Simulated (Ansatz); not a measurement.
# CH₅BS: one species, many methods

The task here is to estimate one member of a computed series from the others.

Method: functionals in def2-TZVPP, the program's frozen cores in correlated methods; program: Ansatz 0.2.0, Gaussian basis.

The runs, in order: LDA (SPW92), PBE-D4, revPBE-D4, BLYP-D4, r2SCAN-D4, B97M-V, PBE0-D4, B3LYP-D4, r2SCANh-D4, r2SCAN0-D4, HSE06-D4, BHLYP-D4, CAM-B3LYP-D4, LC-ωPBE, ωB97X-V, ωB97M-V, B2PLYP, PBE-QIDH; CCSD(T)/def2-SVP; CCSD(T)/def2-TZVPP; MP2/def2-QZVPP; extrapolation to the limit; RPA on PBE.

**Structure used throughout**

The geometry comes from an earlier relaxation with PBE0-D4 in a triple-zeta def2 set; it is a stationary point, not always the lowest conformer.

SMILES `CBS`, 8 atoms, charge 0, spin multiplicity 1.

Atoms are counted from 1 here; the program's logs count them from 0.

Bond lengths: C1–B2 1.558 Å, C1–H4 1.096 Å, C1–H5 1.096 Å, C1–H6 1.092 Å, B2–S3 1.782 Å, B2–H7 1.195 Å, S3–H8 1.343 Å. Angles: B2–C1–H4 109.5°, B2–C1–H5 109.5°, B2–C1–H6 115.2°, H4–C1–H5 105.3°, H4–C1–H6 108.4°, H5–C1–H6 108.4°, C1–B2–S3 119.7°, C1–B2–H7 121.8°, S3–B2–H7 118.5°, B2–S3–H8 98.9°.

Set-up of the first run:

Input file in.yaml:

```yaml
crystal:
  periodic: [false, false, false]
  atoms:
    - {symbol: C, position_ang: [-0.632711, 0.847926, -0.265769]}
    - {symbol: B, position_ang: [0.342611, -0.361826, -0.154305]}
    - {symbol: S, position_ang: [0.598103, -1.147999, 1.424469]}
    - {symbol: H, position_ang: [-1.413862, 0.622676, -1.001100]}
    - {symbol: H, position_ang: [-0.096794, 1.714406, -0.670285]}
    - {symbol: H, position_ang: [-1.113267, 1.144572, 0.668322]}
    - {symbol: H, position_ang: [0.932322, -0.785187, -1.103838]}
    - {symbol: H, position_ang: [1.475798, -2.091668, 1.046807]}
basis:
  gaussian: {orbitals: def2-TZVPP}
hamiltonian: {xc: lda}
output: {orbitals: {seedname: orbitals}}
```

Steps of the session up to this table: LDA; PBE-D4 (GGA); revPBE-D4 (GGA); BLYP-D4 (GGA); r2SCAN-D4 (meta-GGA); B97M-V (meta-GGA); PBE0-D4 (hybrid); B3LYP-D4 (hybrid); r2SCANh-D4 (hybrid); r2SCAN0-D4 (hybrid); HSE06-D4 (hybrid); BHLYP-D4 (hybrid); CAM-B3LYP-D4 (range-separated); LC-ωPBE-D4 (range-separated; the results give it without D4); ωB97X-V (range-separated); ωB97M-V (range-separated); B2PLYP (double hybrid); PBE-QIDH (double hybrid).

One table of the session follows, with a row left open; its other results are not shown here.

It belongs to the step «Orbital energies across the functionals». 

```
  functional  HOMO (eV)  gap (eV)
 LDA (SPW92)      -7.07      5.12
      PBE-D4      -6.94      5.22
   revPBE-D4      -6.89      5.27
     BLYP-D4      -6.76      5.21
   r2SCAN-D4      -7.19      5.81
      B97M-V      -7.25      5.88
     PBE0-D4      -8.10      7.34
    B3LYP-D4      -7.85      6.90
  r2SCANh-D4      -7.62      6.57
  r2SCAN0-D4      -8.27      7.71
    HSE06-D4      -7.70      6.55
    BHLYP-D4      -9.10      9.41
CAM-B3LYP-D4      -9.40      9.77
     LC-ωPBE     -10.81     12.32
     ωB97X-V     -10.44     11.87
     ωB97M-V          ?         ?
```

Estimate the missing values for ωB97M-V.

The run gave: HOMO (eV): -10.29; gap (eV): 11.52. In the column «HOMO (eV)» it lies between ωB97X-V (-10.44) and CAM-B3LYP-D4 (-9.40).
